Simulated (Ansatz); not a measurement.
Input file:

```yaml
crystal:
  periodic: [false, false, false]
  atoms:
    - {symbol: C, position_ang: [-0.007679, -0.850118, 1.682051]}
    - {symbol: Ga, position_ang: [-0.008512, 0.267624, 0.105960]}
    - {symbol: F, position_ang: [0.039452, -0.540853, -1.456318]}
    - {symbol: H, position_ang: [-0.063325, 1.811928, 0.076663]}
basis:
  gaussian: {orbitals: cc-pVDZ}
magnetization: {spin_polarized: true, initial_magnetization: 3}
hamiltonian: {xc: {name: B97M-V}}
```

```sh
$ ansatz run in.yaml --threads 1 --pin off --events-out ev --progress --plain --max-ram 2393MiB
```

The program prints:

```
  # Of w^i u^j: cxij and so on, Table III.
  gx(w, u) = cx00 + cx01*u + cx02*u^2 + (cx10 + cx11*u)*w
  gss(w, u) = css00 + css02*u^2 + css10*w + (css32*w^3 + css42*w^4)*u^2
  gos(w, u) = cos00 + cos01*u + cos03*u^3 + cos10*w + cos32*w^3*u^2
      + integral(e_c_pw_mod_opposite_spin*gos(b97_w_opposite, b97_u_opposite)) + vv10(b, c)
752 factors; their error is unknown
mean field evaluation 1: about -56128.8305 eV, gradient 2.7e1 eV
mean field evaluation 2: about -56112.6515 eV, gradient 7.2e1 eV
mean field evaluation 4: about -56131.6324 eV, gradient 4.4e0 eV
mean field evaluation 8: about -56131.7781 eV, gradient 1.3e-1 eV
mean field evaluation 16: about -56131.7579 eV, gradient 7.0e-5 eV
mean field -56131.75790159 eV, -2062.8040554113 hartree, gradient 7.0e-5 eV, S^2 3.755198; 0 other end points of the search recorded, 0 dependent functions left out
reference -56131.75795580 eV, -2062.8040574037 hartree; 25, 22 occupied and 35, 38 virtual orbitals, 752 factors
Total energy: -56131.75795580 eV, -2062.8040574037 hartree
```

Ran on 1 thread of Arm Neoverse V1, shared host: 11 s wall, 0.26 GiB peak host memory.
